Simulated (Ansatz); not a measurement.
# SiNH₄+ (SMILES [NH2+]=[SiH2]): one structure at several levels

A test off equilibrium: a structure displaced at random from a GFN2-xTB minimum is computed at several levels, and each is set against CCSD(T).

Method: single points in def2-TZVPP; program: Ansatz 0.2.0, Gaussian basis.

Cores are frozen in the correlated methods.

**1. Where the work starts**

6 atoms, charge 1, spin multiplicity 1.

Atoms are counted from 1 here; the program's logs count them from 0.

Bond lengths: N1–Si2 1.707 Å, N1–H3 1.044 Å, N1–H4 1.016 Å, Si2–H5 1.476 Å, Si2–H6 1.472 Å. Angles: Si2–N1–H3 124.4°, Si2–N1–H4 123.2°, H3–N1–H4 112.3°, N1–Si2–H5 116.9°, N1–Si2–H6 118.1°, H5–Si2–H6 125.0°.

As a file:

```xyz
6
H4NSi
N    -0.0117   -0.8647    0.2089
Si   -0.0112    0.7912   -0.2037
H     0.3216   -1.6294   -0.4187
H    -0.3455   -1.2160    1.1018
H     0.5257    1.1485   -1.5313
H    -0.5265    1.7525    0.7848
```

**2. CCSD(T)/def2-TZVPP**

run/in.yaml

```yaml
crystal:
  periodic: [false, false, false]
  atoms:
    - {symbol: N, position_ang: [-0.011700, -0.864700, 0.208900]}
    - {symbol: Si, position_ang: [-0.011200, 0.791200, -0.203700]}
    - {symbol: H, position_ang: [0.321600, -1.629400, -0.418700]}
    - {symbol: H, position_ang: [-0.345500, -1.216000, 1.101800]}
    - {symbol: H, position_ang: [0.525700, 1.148500, -1.531300]}
    - {symbol: H, position_ang: [-0.526500, 1.752500, 0.784800]}
basis:
  gaussian: {orbitals: def2-TZVPP}
total_charge: 1
correlation: {method: ccsd_t}
output: {forces: true}
```

No record of the launch command was kept for these runs.

**3. PBE0-D4/def2-TZVPP**

run/in.yaml: that of step 2 with these lines changed.

```diff
@@ -12,3 +12,3 @@
 total_charge: 1
-correlation: {method: ccsd_t}
-output: {forces: true}
+hamiltonian: {xc: pbe0, dispersion: d4}
+output: {forces: true, orbitals: {seedname: orbitals}}
```

**4. wB97M-V/def2-TZVPP**

run/in.yaml: that of step 3 with these lines changed.

```diff
@@ -12,3 +12,3 @@
 total_charge: 1
-hamiltonian: {xc: pbe0, dispersion: d4}
-output: {forces: true, orbitals: {seedname: orbitals}}
+hamiltonian: {xc: {name: wB97M-V}}
+output: {forces: true}
```

**5. r2SCAN-D4/def2-TZVPP**

run/in.yaml: that of step 4 with these lines changed.

```diff
@@ -12,3 +12,3 @@
 total_charge: 1
-hamiltonian: {xc: {name: wB97M-V}}
+hamiltonian: {xc: r2scan, dispersion: d4}
 output: {forces: true}
```

**6. PBE-D4/def2-TZVPP**

run/in.yaml: that of step 5 with these lines changed.

```diff
@@ -12,3 +12,3 @@
 total_charge: 1
-hamiltonian: {xc: r2scan, dispersion: d4}
+hamiltonian: {xc: pbe, dispersion: d4}
 output: {forces: true}
```

**7. wB97X-V/def2-TZVPP**

run/in.yaml: that of step 6 with these lines changed.

```diff
@@ -12,3 +12,3 @@
 total_charge: 1
-hamiltonian: {xc: pbe, dispersion: d4}
+hamiltonian: {xc: {name: wB97X-V}}
 output: {forces: true}
```

**8. r2SCAN0-D4/def2-TZVPP**

run/in.yaml: that of step 7 with these lines changed.

```diff
@@ -12,3 +12,3 @@
 total_charge: 1
-hamiltonian: {xc: {name: wB97X-V}}
+hamiltonian: {xc: {name: r2SCAN0}, dispersion: d4}
 output: {forces: true}
```

(Steps that only read results are left out.)

Before running it: what results should come out? Wanted: energy less free atoms, CCSD(T)/def2-TZVPP; RMS force component; RMS force error; HOMO and LUMO, PBE0-D4; T1 diagnostic.

The runs gave:

```
                                  quantity                                                                                              value
energy less free atoms, CCSD(T)/def2-TZVPP                                                                                     -1071.5 kJ/mol
                       RMS force component                                                               0.600 to 0.796 eV/Å over the methods
                           RMS force error  PBE0-D4 0.107, wB97M-V 0.083, r2SCAN-D4 0.065, PBE-D4 0.162, wB97X-V 0.109, r2SCAN0-D4 0.156 eV/Å
                    HOMO and LUMO, PBE0-D4                                                                                -15.03 and -8.32 eV
                             T1 diagnostic                                                                                              0.017
```

What this shows: Against CCSD(T) the functionals' energies less atoms differ by -66.3 to -4.4 kJ/mol, PBE-D4 by -62.5 kJ/mol. A larger basis would deepen the CCSD(T) value, while the functionals are nearly converged already, so the order here is not reliable. For forces r2SCAN-D4 does best and PBE-D4 worst. Frozen-core CCSD(T) forces in triple zeta carry basis errors of their own, and this is one geometry, so small gaps rank nothing.
